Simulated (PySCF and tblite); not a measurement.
The numbers below are computed, except where a source is named.
Molecule: C₄H₇N, numbered as in [CH3:1][N:2]1[CH:3]=[CH:4][CH2:5]1.

The mean out-of-plane torsion at N2 (0° is planar) is held and the rest relaxed at GFN2-xTB. Energies: BP86/pcSseg-1 + D3(BJ). Programs: tblite and PySCF.

GFN2-xTB profile:

(out-of-plane angle °, kcal/mol): (-41, 1.32), (-33, 0.00), (-24, 0.85), (-12, 2.52), (0, 3.32), (12, 2.53), (24, 0.84), (33, 0.00), (41, 1.32)

Question: Give the DFT energy and dipole along the out-of-plane angle.

Answer: 
```csv
out-of-plane angle °,E kcal/mol,dipole D
-41,0.38,0.95
-33,0.00,0.92
-24,1.73,1.08
-12,4.06,1.28
0,5.26,1.38
12,4.03,1.27
24,1.67,1.07
33,0.02,0.92
41,0.37,0.95
```

Question: Where is the lowest sampled point, and what does the planar form cost?

Answer: At -33°; the point at 0° lies 5.26 kcal/mol above it.
